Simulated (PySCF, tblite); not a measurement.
Parent: `[CH3:1][CH2:2][CH2:3][PH:4][CH3:5]` with C1–C2–C3–P4 -59°, C2–C3–P4–C5 -74°, C4H11P.

Structures optimised with GFN2-xTB, isolated species. One conformer each, not checked by frequencies here.

| coordinate of the parent | value |
| --- | --- |
| C1–C2 | 1.522 Å |
| C2–C3 | 1.526 Å |
| C3–P4 | 1.868 Å |
| P4–C5 | 1.852 Å |
| C1–C2–C3 | 111.8° |
| C2–C3–P4 | 113.0° |
| C3–P4–C5 | 99.1° |

Task: How does the shared frame change in `[CH3:1][CH2:2][CH2:3][P@@H:4]([CH3:5])=[S:6]` with C1–C2–C3–P4 -178°, C2–C3–P4–C5 -76°, C4H11PS? Atoms pair as C1 = C1, C2 = C2, C3 = C3, P4 = P4, C5 = C5 (parent first).

Result: 
```tsv
parent	relative	value in the relative	change
C1–C2	C1–C2	1.523 Å	+0.001
C2–C3	C2–C3	1.525 Å	-0.001
C3–P4	C3–P4	1.843 Å	-0.025
P4–C5	P4–C5	1.833 Å	-0.019
C1–C2–C3	C1–C2–C3	111.6°	-0.2
C2–C3–P4	C2–C3–P4	110.2°	-2.8
C3–P4–C5	C3–P4–C5	106.0°	+6.9
```

Of the parent's bonds, C3–P4 changes most (-0.025 Å). Bonds of the relative outside the shared frame: P4=S6 1.931 Å. Point group C1 → C1.

Task: How does the shared frame change in `[CH3:1][CH2:2][CH2:3][PH2+:4][CH3:5]` (charge +1) with C1–C2–C3–P4 54°, C2–C3–P4–C5 165°, [C4H12P]+? Atoms pair as C1 = C1, C2 = C2, C3 = C3, P4 = P4, C5 = C5 (parent first).

Result: 
```csv
parent,relative,value in the relative,change
C1–C2,C1–C2,1.522 Å,0.000
C2–C3,C2–C3,1.533 Å,+0.007
C3–P4,C3–P4,1.813 Å,-0.055
P4–C5,P4–C5,1.801 Å,-0.051
C1–C2–C3,C1–C2–C3,111.9°,+0.1
C2–C3–P4,C2–C3–P4,112.5°,-0.5
C3–P4–C5,C3–P4–C5,111.9°,+12.8
```

Of the parent's bonds, C3–P4 changes most (-0.055 Å). Point group C1 → C1.

All values are computed, not measured.
